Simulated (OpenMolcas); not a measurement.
**singlet CH5OSi+ at 6 levels**

We compute a comparison of 6 runs (HF/STO-3G, HF/3-21G, HF/def2-SVPD, B3LYP/6-31G*, B2PLYP/def2-SVPD, CCSD(T)/def2-SVPD) of singlet CH5OSi+. 

The results are computed with OpenMolcas 26.06.

1 further run of the same task is left out (set aside as unsound or not needed).

### Step 1. The structure to begin with

CH5OSi+: 8 atoms, total charge +1, spin state singlet. As SMILES of the parent species, `[CH2][SiH2]O`. The shape is that of a PBE0-D4/def2-TZVP optimisation. This is one conformer, not always the lowest. That shape belongs to the parent species and isn't relaxed for this state.

Bond lengths: C1–Si2 1.840 Å, Si2–O3 1.650 Å, C1–H4 1.086 Å, C1–H5 1.087 Å, Si2–H6 1.485 Å, Si2–H7 1.490 Å, O3–H8 0.958 Å. Angles: C1–Si2–O3 112.2°, C1–Si2–H6 111.4°, C1–Si2–H7 108.0°, O3–Si2–H6 104.2°, O3–Si2–H7 111.6°, Si2–C1–H4 122.8°, Si2–C1–H5 122.5°, Si2–O3–H8 117.1°, H6–Si2–H7 109.4°, H4–C1–H5 114.6°.

### Step 2. A single-point energy at HF/STO-3G (run 1)

The input, run.inp:

```
&gateway
 baslib = $CurrDir
 coord
 8
 angstrom
 C       -0.861500       0.517800      -0.791400
 Si       0.654000      -0.005200       0.111100
 O        0.302800      -0.724400       1.554400
 H       -0.970800       0.416800      -1.867000
 H       -1.703100       0.991500      -0.293300
 H        1.495600       1.161100       0.480600
 H        1.431000      -0.912300      -0.779800
 H       -0.255800      -1.502300       1.529400
 basis = STO-3G
 group = NoSym

&seward

&scf
 charge = 1
 thresholds = 1e-10 1e-07 1e-07 1e-05
 prorbitals = 1 2
```

The basis set STO-3G is read from a file made from the Basis Set Exchange's data (not shown).

On the command line:

```console
export MOLCAS_MEM=1860
pymolcas run.inp > run.log
```

Log:

```text
--- Start Module: gateway ---
[...]
--- Stop Module: gateway /rc=_RC_ALL_IS_WELL_ ---
--- Start Module: seward ---
[...]
      Basis functions           24
--- Stop Module: seward /rc=_RC_ALL_IS_WELL_ ---
--- Start Module: scf ---
[...]
       Convergence after  18 Iterations
[...]
::    Total SCF energy                               -399.4511992708
[...]
      Total spin, S                                     0.0000000000
[...]
      Total electronic charge=   32.000000
      Total            charge=    1.000000
[...]
      Dipole Moment (debye):
      Origin of the operator (angstrom)=    0.2098   -0.0879    0.2874
                   X= -4.1446E+00               Y=  1.6919E+00               Z= -4.9437E+00           Total=  6.6694E+00
      Center of Charge (angstrom)
[...]
--- Stop Module: scf /rc=_RC_ALL_IS_WELL_ ---
[...]
```

Wall time 2.3 s (1 thread of Intel Xeon Platinum 8259CL at 2.50GHz (Skylake/Cascade Lake), shared host); peak memory 0.37 GiB.

### Step 3. A single-point energy at HF/3-21G (run 2)

The input, test.input:

```
>>> EXPORT MOLCAS_PRINT=2
&GATEWAY
BasLib = $CurrDir
Coord
8
angstrom
C       -0.861500       0.517800      -0.791400
Si       0.654000      -0.005200       0.111100
O        0.302800      -0.724400       1.554400
H       -0.970800       0.416800      -1.867000
H       -1.703100       0.991500      -0.293300
H        1.495600       1.161100       0.480600
H        1.431000      -0.912300      -0.779800
H       -0.255800      -1.502300       1.529400
Basis = 3-21G
Group = NoSym
&SEWARD
&SCF
Charge = 1
Thresholds = 1e-10 1e-07 1e-07 1e-05
PrOrbitals = 1 2
```

The basis set 3-21G is read from a file made from the Basis Set Exchange's data (not shown).

On the command line:

```console
export MOLCAS_MEM=1860
pymolcas test.input > test.log
```

Log:

```text
--- Start Module: gateway ---
[...]
--- Stop Module: gateway /rc=_RC_ALL_IS_WELL_ ---
--- Start Module: seward ---
[...]
      Basis functions           41
--- Stop Module: seward /rc=_RC_ALL_IS_WELL_ ---
[...]
--- Start Module: scf ---
[...]
       Convergence after  18 Iterations
[...]
::    Total SCF energy                               -402.0579299168
[...]
      Total spin, S                                     0.0000000000
[...]
      Total electronic charge=   32.000000
      Total            charge=    1.000000
[...]
      Dipole Moment (debye):
      Origin of the operator (angstrom)=    0.2098   -0.0879    0.2874
                   X= -4.7491E+00               Y=  1.5314E+00               Z= -5.4815E+00           Total=  7.4125E+00
      Center of Charge (angstrom)
[...]
--- Stop Module: scf /rc=_RC_ALL_IS_WELL_ ---
[...]
```

It took 2.8 s on 1 thread of Intel Xeon Platinum 8259CL at 2.50GHz (Skylake/Cascade Lake), shared host; peak memory 0.38 GiB.

Run 3 isn't shown in full; the table further down has it.

### Step 4. A single-point energy at B3LYP/6-31G(d) (spherical functions) (run 4)

The input, mol.input:

```
>>> EXPORT MOLCAS_PRINT=2
&GATEWAY
BasLib = $CurrDir
Coord
8
angstrom
C       -0.861500       0.517800      -0.791400
Si       0.654000      -0.005200       0.111100
O        0.302800      -0.724400       1.554400
H       -0.970800       0.416800      -1.867000
H       -1.703100       0.991500      -0.293300
H        1.495600       1.161100       0.480600
H        1.431000      -0.912300      -0.779800
H       -0.255800      -1.502300       1.529400
Basis = 6-31Gs
Group = NoSym
&SEWARD
GridInput
Grid=UltraFine
End of Grid
&SCF
Charge = 1
KSDFT = B3LYP
Thresholds = 1e-10 1e-07 1e-07 1e-05
PrOrbitals = 0
```

The basis set 6-31G* is read from a file made from the Basis Set Exchange's data (not shown).

On the command line:

```console
export MOLCAS_MEM=1860
pymolcas mol.input > mol.log
```

Log:

```text
--- Start Module: gateway ---
[...]
--- Stop Module: gateway /rc=_RC_ALL_IS_WELL_ ---
--- Start Module: seward ---
[...]
      Basis functions           56
--- Stop Module: seward /rc=_RC_ALL_IS_WELL_ ---
[...]
--- Start Module: scf ---
[...]
       Convergence after  19 Iterations
[...]
::    Total KS-DFT energy                            -405.4569741924
[...]
      Total spin, S                                     0.0000000000
[...]
      Total electronic charge=   32.000000
      Total            charge=    1.000000
[...]
      Dipole Moment (debye):
      Origin of the operator (angstrom)=    0.2098   -0.0879    0.2874
                   X= -3.4233E+00               Y=  1.0796E+00               Z= -4.0778E+00           Total=  5.4326E+00
      Center of Charge (angstrom)
[...]
--- Stop Module: scf /rc=_RC_ALL_IS_WELL_ ---
[...]
```

Wall time 23 s (1 thread of Intel Xeon Platinum 8259CL at 2.50GHz (Skylake/Cascade Lake), shared host); peak memory 0.39 GiB.

Run 5 isn't shown in full; the table further down has it.

### Step 5. A single-point energy at CCSD(T)/def2-SVPD (Cholesky decomposition) (run 6)

The input, run.input:

```
* CH5OSi CCSD(T)
&gateway
baslib=$CurrDir
coord
8
angstrom
C       -0.861500       0.517800      -0.791400
Si       0.654000      -0.005200       0.111100
O        0.302800      -0.724400       1.554400
H       -0.970800       0.416800      -1.867000
H       -1.703100       0.991500      -0.293300
H        1.495600       1.161100       0.480600
H        1.431000      -0.912300      -0.779800
H       -0.255800      -1.502300       1.529400
basis=def2-SVPD
group=NoSym
&seward
high
&scf
charge=1
thresholds=1e-10 1e-07 1e-07 1e-05
prorbitals=1 1
&chcc
frozen=7
threshold=1e-08
maxiterations=80
&cht3
frozen=7
```

The basis set def2-SVPD is read from a file made from the Basis Set Exchange's data (not shown).

On the command line:

```console
export MOLCAS_MEM=1860
pymolcas run.input > run.log
```

Log:

```text
--- Start Module: gateway ---
[...]
--- Stop Module: gateway /rc=_RC_ALL_IS_WELL_ ---
[...]
      Basis functions          107
[...]
       Convergence after  20 Iterations
[...]
::    Total SCF energy                               -404.0745550056
[...]
      Total spin, S                                     0.0000000000
[...]
      Total electronic charge=   32.000000
      Total            charge=    1.000000
[...]
      Dipole Moment (debye):
      Origin of the operator (angstrom)=    0.2098   -0.0879    0.2874
                   X= -4.4317E+00               Y=  1.5130E+00               Z= -4.9782E+00           Total=  6.8346E+00
      Center of Charge (angstrom)
[...]
--- Start Module: chcc ---
[...]
--- Stop Module: chcc /rc=_RC_ALL_IS_WELL_ ---
[...]
--- Start Module: cht3 ---
[...]
--- Stop Module: cht3 /rc=_RC_ALL_IS_WELL_ ---
[...]
```

It took 15 min on 1 thread of Intel Xeon Platinum 8259CL at 2.50GHz (Skylake/Cascade Lake), shared host; peak memory 0.19 GiB.

### Step 6. All runs side by side

| run | level | integration grid | frozen core orbitals | energy (Eh) | HOMO energy (eV) | LUMO energy (eV) | HOMO–LUMO gap (eV) | wall time |
| --- | --- | --- | --- | --- | --- | --- | --- | --- |
| 1 | HF/STO-3G | – | – | -399.451199 | -15.38 | -5.22 | 10.16 | 2.3 s |
| 2 | HF/3-21G | – | – | -402.057930 | -17.70 | -7.65 | 10.05 | 2.8 s |
| 3 | HF/def2-SVPD | – | – | -404.074555 | -18.02 | -7.51 | 10.51 | 20 s |
| 4 | B3LYP/6-31G* (spherical functions) | UltraFine | – | -405.456974 | -14.20 | -11.81 | 2.39 | 23 s |
| 5 | B2PLYP/def2-SVPD | UltraFine | 7 | -405.052766 | -15.88 | -10.25 | 5.62 | 63 s |
| 6 | CCSD(T)/def2-SVPD (Cholesky decomposition) | – | 7 | -404.533931 | -18.02 | -7.51 | 10.51 | 15 min |

### Step 7. Outcome

| quantity | value |
| --- | --- |
| run 6: total energy | -404.53393 Eh |
| run 6: HOMO energy (Hartree–Fock orbitals) | -18.02 eV |
| run 6: LUMO energy (Hartree–Fock orbitals) | -7.51 eV |
| run 6: HOMO–LUMO gap (Hartree–Fock orbitals) | 10.51 eV |
| run 6: correlation energy (7 core orbitals frozen) | -459.4 mEh |
| run 6: (T) correction | -12.36 mEh |

Over runs 1, 2, 3, 4, 5 the HOMO–LUMO gap runs from 2.39 eV (B3LYP/6-31G*) to 10.51 eV (HF/def2-SVPD). The two ends differ in method and basis. For B2PLYP the log adds the whole second-order term; the table takes 0.27 of it, as the functional is defined. Totals of different functionals can't be ranked against each other. In run 1 the basis is minimal, so the values are rough. All runs together took 17 min, the longest 15 min.
